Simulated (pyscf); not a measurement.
H₃C–Sb•–CH₃ (SMILES [CH3][Sb][CH3]) + CH₄ (SMILES C) → H₃C–Sb(CH₃)–CH₃ (SMILES [CH3][Sb]([CH3])[CH3]) + H• (SMILES [H]), a substitution at C (doublet surface; C–H broken, C–Sb formed). Single points on ωB97X-D3(BJ)/def2-SVP structures (PySCF, gas phase). Energies in kcal/mol from the separated reactants.

Small-basis levels: PySCF, no dispersion term, spherical d functions. Open shells are spin-unrestricted. 

Problem. In single points B3LYP/6-31G*+LANL2DZ puts the saddle at 64.0 kcal/mol and the reaction energy at +54.6 kcal/mol. Should these be trusted to within a few kcal/mol? Compare with ωB97M-D3(BJ)/def2-TZVP.

Solution. ωB97M-D3(BJ)/def2-TZVP gives ΔE‡ = 63.2 kcal/mol and ΔE = +50.2 kcal/mol. B3LYP/6-31G*+LANL2DZ lies 0.7 kcal/mol over it in the barrier and 4.4 kcal/mol over it in the reaction energy, so on this step it does not hold to within 3.0 kcal/mol. ωB97M-D3(BJ)/def2-TZVP has limits of its own. One saddle was located; it need not be the lowest between these sides. The angle at the attacked C is 176°. In the def2 sets elements past Kr carry core potentials, without spin-orbit coupling.
